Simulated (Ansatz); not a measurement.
**AlGa, singlet: the ladder up to full CI**

Geometry: a point of a stretch scan, not a stationary point.

```xyz
2

Al    0.0000    0.0000    0.0000
Ga    0.0000    0.0000    2.7480
```

Basis cc-pVDZ; Ansatz 0.2.0. Only valence electrons are correlated (noble-gas cores and the filled d shells of p-block atoms frozen), which leaves 6 electrons in 26 orbitals. Prefix R: restricted or restricted open-shell reference. No spin–orbit coupling is included, and no scalar relativity.

Full CI is exact within this basis and frozen core; it isn't the basis-set limit.

```
UHF ⟨S²⟩                            : 1.153
⟨S²⟩ of the determinant under UCCSD : 1.078
T1 diagnostic (RCCSD)               : 0.0169
largest doubles amplitude (RCCSD)   : 0.130
```

Task: From what is known of these methods and the diagnostics, rank them by the size of their error in total energy against full CI in cc-pVDZ, smallest first (an estimate: the text doesn't fix the numbers).
A. RCCSDT
B. RCCSDTQ
C. RCCSDT(Q)
D. RCCSD
E. RHF

Result: B (2 meV), C (15 meV), A (33 meV), D (171 meV), E (3309 meV).

All errors are against full CI in cc-pVDZ. Within each family the higher level lies nearer, as is usual though not guaranteed.

The full-CI state has the irrep A1 of C2v, in the program's axes (one component, if the state is degenerate).

Its occupations show that no single determinant describes this state well.

Natural occupations of full CI about the gap: 1.919 1.873 1.481 0.247 0.247 0.054 0.054 0.036 0.016 0.016; effectively unpaired electrons, Σ n²(2−n)², 1.08.
